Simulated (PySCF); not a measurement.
2,2-dimethylbutane, C6H14.
Numbering: `[CH3:1][CH2:2][C:3]([CH3:4])([CH3:5])[CH3:6]` (hydrogens: H7, H8, H9 on C1; H10, H11 on C2; H12, H13, H14 on C4; H15, H16, H17 on C5; H18, H19, H20 on C6)

All values: wB97X-D/pcSseg-2 (PySCF, non-relativistic), on one gas-phase PBE0-D3(BJ)/def2-TZVP geometry that isn't relaxed in the solvent. The solvent is an IEF-PCM continuum (cavity from Bondi-type radii × 1.2). Only the electrostatic response of the medium enters.

Gas phase at wB97X-D/pcSseg-2: HOMO -10.54 eV, LUMO 2.21 eV, dipole 0.06 D.

What does the continuum do to the energy, the frontier levels and the dipole at wB97X-D/pcSseg-2 in chloroform?

```json
{"solvent": "chloroform", "ε": "4.711", "E(solvent) − E(gas) (kcal/mol)": "-0.66", "polarisation term (kcal/mol)": "-0.69", "distortion of the solute (kcal/mol)": "0.03", "HOMO (eV)": "-10.43", "LUMO (eV)": "2.33", "dipole (D)": "0.07"}
```

Polarisation term: ½ Σ q·V over the induced surface charges. Distortion: the rise of the solute's own energy as its density leaves the gas-phase optimum.

Shape of the structure used: `[CH3:1][CH2:2][C:3]([CH3:4])([CH3:5])[CH3:6]`: C1–C2–C3–C4 -178°.

Note: wB97X-D ran without an empirical dispersion term, which enters the total energy and its gradient alone.
